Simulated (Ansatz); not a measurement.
System: rutile MnO2. Method: PBEsol (Ansatz, a program for electronic structure, PAW).

Settings: plane-wave cutoff 500 eV, 10×10×14 k mesh (along the axes of the cell as run), Fermi–Dirac smearing 0.05 eV, ferromagnetic start, spin-polarised with parallel moments, scalar-relativistic PAW data made under PBE.

Computed at the level's own relaxed cell.

Give the computed volume per atom and magnetic moment (largest site, within a sphere).


* **volume per atom**: 9.15 Å³/atom
* **magnetic moment (largest site, within a sphere)**: 2.34 μB

The run finds no gap.

Note: the collinear magnetic order is the start's and need not be the measured one.

Moments are spin moments.

The computed numbers hold no vibrational or temperature effects.

It cost roughly 6 core-minutes of CPU time.
